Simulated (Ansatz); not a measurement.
Ansatz (a quantum-chemistry and plane-wave program) input:

Ansatz 0.2 input:
```yaml
crystal:
  periodic: [false, false, false]
  atoms:
    - {symbol: C, position_ang: [1.18621256, 0.34513663, -0.10052672]}
    - {symbol: C, position_ang: [-0.31765082, 0.49145474, -0.12082666]}
    - {symbol: S, position_ang: [-1.11108175, -1.17513312, -0.36438901]}
    - {symbol: H, position_ang: [-2.34012958, -0.88243809, 0.11935224]}
    - {symbol: H, position_ang: [-0.70253107, 0.91852959, 0.80322079]}
    - {symbol: H, position_ang: [-0.64650634, 1.08683997, -0.97256856]}
    - {symbol: H, position_ang: [1.62863164, 1.33676601, -0.03027859]}
    - {symbol: H, position_ang: [1.52516144, -0.23252592, 0.75607374]}
    - {symbol: H, position_ang: [1.55635500, -0.11795724, -1.01170426]}
    - {symbol: H, position_ang: [-0.70231973, -1.72700599, 0.80213235]}
basis:
  gaussian:
    orbitals: def2-TZVP
hamiltonian:
  xc: b3lyp
  dispersion: d3bj
total_charge: 1
relax: {f_tol: 0.002, max_steps: 150}
```

**Question.** What final total energy does it print?

**Answer.** -478.40379 Eh (B3LYP-D3(BJ)/def2-TZVP). The basis has 141 functions. The run takes around 40 core-seconds (rough).

It need not be the lowest isomer of its formula.
